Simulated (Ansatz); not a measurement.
C4H6O (`C/C=C\C=O`), relaxed with RKS PBE-D4/def2-SVP in the Gaussian-basis code of Ansatz from a rough embedded geometry. The force threshold is 0.03 eV/Å; the program also tests the step.

The species carries charge 0 and has multiplicity 1.

Start:

```xyz
11

C    -0.921    0.251    1.154
C    -0.241   -0.771    0.352
C     0.555   -0.597   -0.711
C     0.975    0.605   -1.369
O     1.687    0.707   -2.323
H    -0.520    0.178    2.233
H    -0.652    1.276    0.851
H    -1.944    0.128    1.155
H    -0.456   -1.829    0.700
H     0.933   -1.518   -1.225
H     0.584    1.570   -0.818
```

| step | energy (eV) | largest force (eV/Å) | largest move (Å) |
| --- | --- | --- | --- |
| 1 | -6279.4207 | 3.523 | 0.000 |
| 2 | -6279.6897 | 1.434 | 0.064 |
| 3 | -6279.7435 | 0.569 | 0.066 |
| 4 | -6279.7583 | 0.075 | 0.036 |
| 5 | -6279.7586 | 0.009 | 0.007 |

End:

```xyz
11

C    -0.878    0.273    1.183
C    -0.238   -0.794    0.353
C     0.560   -0.646   -0.736
C     0.970    0.632   -1.341
O     1.689    0.713   -2.326
H    -0.559    0.180    2.244
H    -0.650    1.299    0.841
H    -1.982    0.144    1.189
H    -0.449   -1.830    0.679
H     0.960   -1.539   -1.247
H     0.577    1.567   -0.839
```

It took 4.4 s on 4 threads of an Arm Neoverse V2 on a shared host, with 0.13 GiB of host memory at the peak.
